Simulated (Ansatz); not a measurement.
# The cluster Co₂S: geometry, orbitals and charge

Aim: characterise the cluster Co₂S as a singlet: its structure, frontier levels and distribution of charge.

Computed with Ansatz 0.2.0, Gaussian basis. Level: RKS PBE0-D4/def2-TZVP.

Levels to be run: relaxation at B3LYP-D4/def2-TZVP; a single point at PBE0-D4/def2-TZVP; harmonic vibrations at B3LYP-D4/def2-TZVP.

3 further runs of the same task are left out: 2 that didn't finish, 1 set aside as unsound or not needed.

## (1) Where the work starts

3 atoms, charge 0, spin multiplicity 1.

Atoms are counted from 1 here; the program's logs count them from 0.

Bond lengths: Co1–S3 2.012 Å, Co2–S3 2.013 Å. Angles: Co1–S3–Co2 175.7°.

No spin-orbit coupling is included.

The start is a GFN1-xTB geometry.

## (2) Relaxation at B3LYP-D4/def2-TZVP

The input, in.yaml:

```yaml
crystal:
  periodic: [false, false, false]
  atoms:
    - {symbol: Co, position_ang: [1.982460, -0.339530, -0.003360]}
    - {symbol: Co, position_ang: [-1.990370, 0.290720, 0.015130]}
    - {symbol: S, position_ang: [0.007910, 0.048810, -0.011760]}
basis:
  gaussian: {orbitals: def2-TZVP}
hamiltonian: {xc: {name: B3LYP}, dispersion: d4}
scf: {lower_state_search: "off"}
output: {orbitals: {seedname: orbitals}}
relax: {f_tol: 0.02, max_steps: 100}
```

Launch:

```console
ansatz run in.yaml --threads 4 --pin off --events-out ev --progress --plain --max-ram 3916MiB
```

The runs that follow: Single point, PBE0-D4/def2-TZVP; Vibrations by finite differences.

Before running them: what should the planned runs give, taken together? Wanted: point group; commonest bond; HOMO, LUMO at PBE0-D4/def2-TZVP; dipole at B3LYP-D4/def2-TZVP; lowest, highest wavenumber.

**Answer**, as computed:

| quantity | value |
| --- | --- |
| point group | D∞h |
| commonest bond | Co–S, 2 of mean length 1.892 Å |
| HOMO, LUMO at PBE0-D4/def2-TZVP | -4.85, -2.00 eV |
| dipole at B3LYP-D4/def2-TZVP | 0.00 D |
| lowest, highest wavenumber | 119, 741 cm⁻¹ |

In words: The molecule keeps its bonding pattern by the stored test; the atoms moved 0.10 Å (rms). All wavenumbers are real: a minimum at this level. Whether this spin is the lowest isn't tested here.
